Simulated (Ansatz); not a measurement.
# Al₂P+ (quintet): wave-function methods side by side, def2-TZVPP

The task here is to estimate one member of a computed series from the others.

Program: Ansatz 0.2.0, Gaussian basis. Level of theory: def2-TZVPP, core rule «outside noble gas», up to 15 orbitals frozen. These are calculated values, not measurements.

Plan: UHF; ROHF; CCSD(T) on UHF.

### What is computed

The geometry is a PBE0/def2-TZVP stationary point (not a proven minimum) of the parent state, kept for this charge and spin.

3 atoms, charge 1, spin multiplicity 5.

Atoms are counted from 1 here; the program's logs count them from 0.

Bond lengths: Al1–P2 2.259 Å, Al1–Al3 2.665 Å, P2–Al3 2.259 Å. Angles: P2–Al1–Al3 53.9°, Al1–P2–Al3 72.3°, Al1–Al3–P2 53.9°.

Set-up of the first run:

Contents of in.yaml:

```yaml
crystal:
  periodic: [false, false, false]
  atoms:
    - {symbol: Al, position_ang: [0.000000, -0.665301, -1.332700]}
    - {symbol: P, position_ang: [0.000000, 1.159099, 0.000000]}
    - {symbol: Al, position_ang: [0.000000, -0.665301, 1.332700]}
basis:
  gaussian: {orbitals: def2-TZVPP}
total_charge: 1
magnetization: {spin_polarized: true, initial_magnetization: 4}
hamiltonian: {xc: hf}
output: {orbitals: {seedname: orbitals}}
```

On the command line:

```
> ansatz run in.yaml --threads 1 --pin off --events-out ev --progress --plain --max-ram 4096MiB --backend cpu
```

Among the steps run: UHF; ROHF; CCSD(T) on UHF.

One table of the session follows, with a row left open; its other results are not shown here.

```
  method  from UCCSD(T) (kcal/mol)
    ROHF                   +150.60
     UHF                   +146.11
    UMP2                    +27.78
   UCCSD                         ?
UCCSD(T)                         0
```

Estimate the missing values for UCCSD.

The run gave: from UCCSD(T) (kcal/mol): +8.99. In the column «from UCCSD(T) (kcal/mol)» it lies between UCCSD(T) (0) and UMP2 (+27.78).
